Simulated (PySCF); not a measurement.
Working out the ionisation energy of Al

Al [Ne] 3s2 3p1 (2P) → Al+ [Ne] 3s2 (1S). Calculation: PySCF 2.14, in cc-pV(T+d)Z (5s4p3d1f, 39 functions); no relativity, point nucleus. Frozen: [Ne]. Energies in hartree (1 hartree = 27.21139 eV):

| part | Al (lower) | Al+ (upper) |
| --- | --- | --- |
| UHF | -241.879084 | -241.673376 |
| CCSD correlation | -0.051078 | -0.039539 |
| (T) | -0.001149 | 0.000000 |

What does Hartree-Fock give?

(-241.673376) − (-241.879084) = 0.205708 hartree = 5.598 eV.

What do CCSD and CCSD(T) give?

The CCSD correlation energies differ by 0.011539 hartree = 0.314 eV and the triples by 0.001149 hartree = 0.031 eV, so CCSD gives 5.912 eV and CCSD(T) 5.943 eV.

Measured between the centres of the two terms (NIST): 5.977 eV, so CCSD(T) (valence) is off by -0.034 eV.

What remains against the reference includes basis incompleteness, the frozen core and higher excitations.
